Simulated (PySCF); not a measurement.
SiO(OH)2, optimised at PBE0/def2-TZVP:

```xyz
6

O     -0.1347     0.7532    -1.5415
Si     0.3219     0.0103    -0.3101
O      0.0699    -1.5530     0.0376
O      1.1598     0.6163     0.9245
H     -0.4256    -2.0452    -0.6230
H      1.3771     0.0134     1.6402
```

Method: PySCF energies (xtb for GFN2) plus ideal-gas RRHO corrections (1 bar). 6-31G* has spherical d functions here. All species are closed-shell singlets. B3LYP is the form with VWN-RPA correlation. SiO(OH)2: computed as isolated molecules; such fragments, hydroxides, amides, oligomers or adducts are transient or little studied in the gas.

Q: List the harmonic frequencies (cm⁻¹, unscaled) at this level and at the other levels, each on its own geometry.

A: 
- PBE0/def2-TZVP: 316, 329, 362, 410, 470, 817, 856, 871, 1011, 1324, 3890, 3897
- B3LYP/6-31G*: 308, 327, 334, 396, 450, 807, 875, 901, 995, 1310, 3777, 3782
- GFN2-xTB: 279, 287, 338, 399, 444, 813, 850, 863, 979, 1450, 3625, 3683
- HF/6-31G*: 337, 368, 382, 466, 510, 885, 921, 958, 1068, 1431, 4097, 4106
- PBE/def2-SVP: 291, 299, 328, 376, 439, 767, 823, 836, 953, 1256, 3735, 3738
